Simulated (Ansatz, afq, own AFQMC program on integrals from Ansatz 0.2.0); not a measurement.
## Where AFQMC and coupled cluster stand for AlGeH2, quartet

```csv
atom,x (Å),y (Å),z (Å)
Ge,0.0000,-0.0294,0.7286
Al,0.0000,0.0884,-1.8598
H,0.0000,1.2259,-0.4404
H,0.0000,-1.4716,-2.2874
```

Connectivity, by distances: Ge–AlH, 1 bridging H.

Basis cc-pVDZ. Noble-gas cores (and the filled d shells of Ga–Kr and In–Xe) are frozen. Ansatz 0.2.0 and our own AFQMC program on the same integrals; the CISD trial comes from CCSD amplitudes, and released means the phaseless constraint is let go. ± is one standard error of the sampling. No spin–orbit coupling.

Determinant: UHF, the one that the program's search chose, which needn't be the lowest solution. The geometry is a point of a scan.

No full CI on the walks' own integrals is used here; CCSDT(Q) serves as the reference and is uncertain by about the last step of the cluster series.

Cautions: no relativity below Rb; no spin-orbit coupling; inner d shell frozen; lower spins were not checked.

The T1 diagnostic is 0.0294, the weight of the determinant in the CISD state is 0.874 and the ⟨S²⟩ of the determinant is 3.776. The size of the correlated space is 9 electrons in 36 orbitals.

```tsv
level	correlation energy (eV)
MP2	-3.1580
CCSD	-4.0782
CCSD(T)	-4.2145
```

Task: Estimate where phaseless AFQMC with a CISD trial lies against CCSD(T) on the same integrals.

Result: 0.73 ± 0.29 mEh below CCSD(T).

Reference: CCSDT(Q), correlation energy -4.260 eV. The released energy is read at 2.40 1/Eh (meV from the phaseless value at times in 1/Eh: -14 ± 9 at 0.24, -14 ± 9 at 0.51, -10 ± 9 at 0.99, -27 ± 10 at 1.62, -21 ± 12 at 2.40).

```
         level  E − E(reference) (mEh)  share of correlation (%)
       CCSD(T)                    1.68                     98.92
         CCSDT                    0.28                     99.82
   ph-AFQMC/HF             3.46 ± 1.50                     97.79
 ph-AFQMC/CISD             0.95 ± 0.29                     99.39
released AFQMC             0.18 ± 0.46                     99.89
```

A walk keeps the symmetry of its determinant, which the program's search chose and which needn't be the lowest solution, so a lower state of the same spin and another symmetry isn't excluded. Released energies are given only where the last usable release times agree within the noise; a slower fall can still hide under it.
